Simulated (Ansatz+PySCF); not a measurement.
**doublet N₂(+): levels of theory in one basis**

```yaml
atoms:
  - { symbol: N, position_ang: [0.0000, 0.0000, -0.8877] }
  - { symbol: N, position_ang: [0.0000, 0.0000, 0.8877] }
```

Basis set: STO-3G (spherical functions). Correlated methods keep 2 orbitals frozen. Correlation on ROHF uses semicanonical orbitals with singles. Charge 1, multiplicity 2.

Computed with Ansatz (development build ahead of 0.2.0); each method stands on the lowest determinant of its kind that the runs found.

```json
{"method": "ROHF", "E − E(ROHF) (eV)": "0.00", "<S²> of the determinant": "0.75"}
{"method": "UHF", "E − E(ROHF) (eV)": "-5.01", "<S²> of the determinant": "2.71"}
{"method": "ROHF-MP2", "E − E(ROHF) (eV)": "-2.07", "<S²> of the determinant": "–"}
{"method": "UHF-MP2", "E − E(ROHF) (eV)": "-5.57", "<S²> of the determinant": "2.71"}
{"method": "UHF-CCSD(T)", "E − E(ROHF) (eV)": "-6.39", "<S²> of the determinant": "2.71"}
```

Problem. What does full CI (lowest root of this spin) give on the same scale?

Solution. -6.57 eV.

At such a shape the full CI root can have another spatial symmetry than the determinants, so the rows needn't describe one state.

Problem. Is a single determinant a sound starting point here?

Solution. It is doubtful. Unrestricted orbitals lower Hartree–Fock by 5.01 eV and <S²> is 2.71 where a pure state has 0.75, a sign of strong static correlation.

Caution for ROHF, ROHF-MP2: an unrestricted determinant lies well below. Caution for ROHF, UHF, ROHF-MP2, UHF-MP2, UHF-CCSD(T): the determinant may break the point group. Caution for UHF, UHF-MP2, UHF-CCSD(T): the unrestricted determinant is a mixture of spin states. Caution for ROHF-MP2: large amplitudes, a single reference is doubtful. Caution for ROHF-MP2, UHF-MP2: forces differ strongly between restricted and unrestricted references; MP2 on this radical cation hangs on the determinant chosen; another reference gives a lower total. Caution for UHF-MP2, UHF-CCSD(T): bonds are stretched, where a single reference can fail. Caution for UHF-CCSD(T): the program doubts this total.
